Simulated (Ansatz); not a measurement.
Start from `C=NC#CC` and change one atom or group to get `CC#CC=S`.

Ansatz, PBE0-D4/def2-TZVP geometries, multiplicity 1. 

| property | `C=NC#CC` |
| --- | --- |
| LUMO energy (PBE0/def2-TZVPP) / eV | -1.37 |
| HOMO energy (PBE/def2-TZVPP) / eV | -5.45 |
| LUMO energy (B3LYP/def2-TZVPP) / eV | -1.60 |
| HOMO energy (PBE0/def2-TZVPP) / eV | -6.68 |
| HOMO–LUMO gap (PBE/def2-TZVPP) / eV | 3.11 |
| HOMO energy (ωB97M-V/def2-TZVPP) / eV | -8.90 |

Question: What does the change do to each property? (An estimate is asked.)

Answer: Ansatz gave: 
```tsv
property	`CC#CC=S`	shift
LUMO energy (PBE0/def2-TZVPP) / eV	-2.71	-1.34
HOMO energy (PBE/def2-TZVPP) / eV	-5.22	0.23
LUMO energy (B3LYP/def2-TZVPP) / eV	-2.86	-1.26
HOMO energy (PBE0/def2-TZVPP) / eV	-6.52	0.16
HOMO–LUMO gap (PBE/def2-TZVPP) / eV	1.73	-1.38
HOMO energy (ωB97M-V/def2-TZVPP) / eV	-8.78	0.12
```

With PBE0 the HOMO rises by 0.16 eV and the LUMO falls by 1.34 eV, so the gap narrows by about 1.50 eV. PBE moves the HOMO by 0.23 eV and ωB97M-V by 0.12 eV.

B3LYP here is the variant with VWN-RPA as its local correlation; programs differ in this.
